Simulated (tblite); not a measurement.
C4H11PS.
Numbering: `[CH3:1][CH:2]([CH3:3])[P@@H:4]([CH3:5])=[S:6]` (hydrogens: H7, H8, H9 on C1; H10 on C2; H11, H12, H13 on C3; H14 on P4; H15, H16, H17 on C5)

Computed with GFN2-xTB (tblite), gas phase: L-BFGS steps from a force-field or distance-geometry start until the largest atomic force falls under 0.01 eV/Å.

The end geometry, which sets the zero of energy:
```
atom  x, y, z in Å
C1     -0.7828    0.7935    1.2112
C2     -0.6509    0.3122   -0.2264
C3     -1.8517   -0.5193   -0.6582
P4      0.8490   -0.7755   -0.3616
C5      2.3051    0.3190   -0.1600
S6      0.8591   -2.3640    0.7349
H7     -0.7825   -0.0631    1.8854
H8      0.0431    1.4488    1.4848
H9     -1.7151    1.3387    1.3477
H10    -0.5149    1.1624   -0.9045
H11    -1.9492   -1.3883   -0.0080
H12    -1.7283   -0.8707   -1.6829
H13    -2.7683    0.0645   -0.5981
H14     0.8738   -0.9981   -1.7470
H15     2.4098    0.5632    0.8974
H16     3.1882   -0.2379   -0.4731
H17     2.2084    1.2268   -0.7514
```

Question: These geometries come from the run, each turned onto the end geometry. Order them by energy, lowest first.
A.
```
atom  x, y, z in Å
C1     -0.7183    0.8843    1.1148
C2     -0.6622    0.3171   -0.3008
C3     -1.8783   -0.5468   -0.6135
P4      0.8360   -0.7794   -0.4316
C5      2.2924    0.2572   -0.0335
S6      0.7620   -2.4279    0.5723
H7     -0.3491    0.1442    1.8232
H8     -0.1288    1.7940    1.2105
H9     -1.7474    1.1062    1.3830
H10    -0.5816    1.1267   -1.0331
H11    -1.8532   -1.4447    0.0047
H12    -1.8981   -0.8419   -1.6628
H13    -2.7932   -0.0009   -0.3966
H14     0.9552   -0.9032   -1.8255
H15     2.3539    0.3326    1.0535
H16     3.1856   -0.2532   -0.3973
H17     2.2180    1.2479   -0.4770
```
B.
```
atom  x, y, z in Å
C1     -0.7243    0.8553    1.1311
C2     -0.6703    0.3041   -0.2872
C3     -1.8876   -0.5413   -0.6358
P4      0.8360   -0.7828   -0.3931
C5      2.2812    0.3010   -0.0571
S6      0.7950   -2.4115    0.6442
H7     -0.5113    0.0423    1.8262
H8      0.0128    1.6446    1.2775
H9     -1.7065    1.2557    1.3756
H10    -0.5476    1.1103   -1.0156
H11    -1.8937   -1.4405   -0.0193
H12    -1.8579   -0.8372   -1.6851
H13    -2.8105    0.0071   -0.4515
H14     0.9344   -0.9773   -1.7801
H15     2.3988    0.3996    1.0240
H16     3.1596   -0.2062   -0.4589
H17     2.1844    1.2889   -0.5047
```
C.
```
atom  x, y, z in Å
C1     -0.7228    0.8401    1.1525
C2     -0.6650    0.3024   -0.2730
C3     -1.8806   -0.5438   -0.6379
P4      0.8397   -0.7848   -0.3894
C5      2.2777    0.3075   -0.0731
S6      0.8177   -2.4063    0.6561
H7     -0.5955    0.0172    1.8594
H8      0.0680    1.5720    1.3177
H9     -1.6791    1.3206    1.3523
H10    -0.5527    1.1200   -0.9967
H11    -1.9262   -1.4348   -0.0113
H12    -1.8315   -0.8609   -1.6793
H13    -2.8055    0.0144   -0.5104
H14     0.9282   -0.9691   -1.7766
H15     2.3988    0.4269    1.0035
H16     3.1644   -0.1901   -0.4629
H17     2.1573    1.2810   -0.5409
```
D.
```
atom  x, y, z in Å
C1     -0.7041    0.9747    1.0782
C2     -0.7078    0.3224   -0.3102
C3     -1.9092   -0.6142   -0.4663
P4      0.8423   -0.6764   -0.6502
C5      2.3140    0.1509    0.0824
S6      0.7359   -2.5578   -0.2318
H7      0.1487    0.6512    1.6716
H8     -0.6836    2.0615    1.0164
H9     -1.5941    0.6854    1.6331
H10    -0.7750    1.0961   -1.0819
H11    -2.0386   -1.2068    0.4388
H12    -1.7672   -1.3131   -1.2916
H13    -2.8198   -0.0402   -0.6413
H14     1.0545   -0.3849   -2.0035
H15     2.1243    0.4348    1.1156
H16     3.1066   -0.5970    0.0906
H17     2.6661    1.0253   -0.4596
```
E.
```
atom  x, y, z in Å
C1     -0.7423    0.8250    1.1677
C2     -0.6605    0.2988   -0.2576
C3     -1.8705   -0.5471   -0.6270
P4      0.8454   -0.7792   -0.4025
C5      2.2835    0.3150   -0.1006
S6      0.8358   -2.4113    0.6289
H7     -0.7094   -0.0084    1.8699
H8      0.0916    1.4916    1.3809
H9     -1.6676    1.3747    1.3285
H10    -0.5479    1.1283   -0.9655
H11    -1.9570   -1.3927    0.0558
H12    -1.7692   -0.9328   -1.6415
H13    -2.7816    0.0449   -0.5703
H14     0.9170   -0.9368   -1.7959
H15     2.3677    0.4644    0.9760
H16     3.1813   -0.1947   -0.4508
H17     2.1764    1.2726   -0.6059
```

Answer: E (0.004 eV), C (0.015 eV), B (0.026 eV), A (0.047 eV), D (0.297 eV).

In the order of the answer:

| step | E above end (eV) | largest force (eV/Å) | rms force component (eV/Å) | rms distance from end (Å) | rms bond change (Å) | bond most changed (Å) |
| --- | --- | --- | --- | --- | --- | --- |
| 68 | 0.004 | 0.04 | 0.015 | 0.086 | 0.001 | C2–C3 -0.001 |
| 56 | 0.015 | 0.10 | 0.034 | 0.120 | 0.001 | C1–C2 +0.003 |
| 51 | 0.026 | 0.10 | 0.038 | 0.155 | 0.002 | P4–C5 +0.005 |
| 41 | 0.047 | 0.12 | 0.035 | 0.231 | 0.002 | C1–C2 +0.004 |
| 9 | 0.297 | 0.24 | 0.071 | 0.617 | 0.006 | C2–P4 +0.017 |

What follows is the cost of the whole relaxation. Hardware: Arm Neoverse N1, one thread, shared host with 64 logical CPUs at a one-minute load of 54. Cost: 1.2 s of wall time.
